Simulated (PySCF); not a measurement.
## Electric field gradients and quadrupole coupling constants

Species: C₃H₄ClF.
Z-matrix (Å and degrees, GFN2-xTB geometry), rows numbered from 1:
```
C 
C   1  1.4884
Cl  2  1.7286  1  115.93
C   2  1.3253  1  126.16  3  -179.93
F   4  1.3448  2  121.04  1    -0.15
H   1  1.0888  2  110.16  3   -59.36
H   1  1.0867  2  109.79  3  -179.90
H   1  1.0889  2  110.10  3    59.62
H   4  1.0783  2  126.23  1   179.84
```

Field gradients from the PBE0/pcSseg-1 density (PySCF, non-relativistic), principal values in atomic units, ordered |Vxx| ≤ |Vyy| ≤ |Vzz|:

```json
{"atom": "Cl3", "Vxx": "-1.8696", "Vyy": "-2.0714", "Vzz": "3.9410"}
```

**Question.** Find the asymmetry η = (Vxx − Vyy)/Vzz and the couplings χ = eQV/h (234.96 MHz × Q in barn × V in au), with Q(35Cl) = −0.0817 b.

**Answer.** 
```csv
atom,environment,nucleus,η,χzz (MHz),χxx (MHz),χyy (MHz)
Cl3,vinyl chlorine,35Cl,0.05,-75.65,35.89,39.76
```

The tensor is traceless: Vxx + Vyy + Vzz = 0.

**Question.** What is Vzz at Cl3 in SI units (1 au = 9.71736 × 10²¹ V/m²)?

**Answer.** 3.9410 au = 38.296 × 10²¹ V/m².

**Question.** And the gradient at the other heavy atoms, for which no coupling is worked out here?

**Answer.** 
```tsv
atom	environment	Vzz (au)	η
C1	allylic carbon	0.130	0.24
C2	vinylic C–Cl carbon	0.336	0.90
C4	vinylic C–F carbon	0.430	0.86
F5	vinyl fluorine	2.979	0.11
```

**Question.** What couplings would deuterons (Q(2H) = 0.00286 b) have in place of the hydrogens, at this geometry?

**Answer.** 
| atom | bonded to | bond length (Å) | Vzz (au) | η | χzz (kHz) |
| --- | --- | --- | --- | --- | --- |
| H6 | C1 | 1.089 | 0.3098 | 0.03 | 208 |
| H7 | C1 | 1.087 | 0.3107 | 0.04 | 209 |
| H8 | C1 | 1.089 | 0.3096 | 0.03 | 208 |
| H9 | C4 | 1.078 | 0.3220 | 0.12 | 216 |

Isolated species at its GFN2-xTB geometry, gas phase. GFN2-xTB bond lengths can be off by several hundredths of an ångström, more for odd bonds, and the gradients follow them. With so small a basis the couplings can be 20 % off.
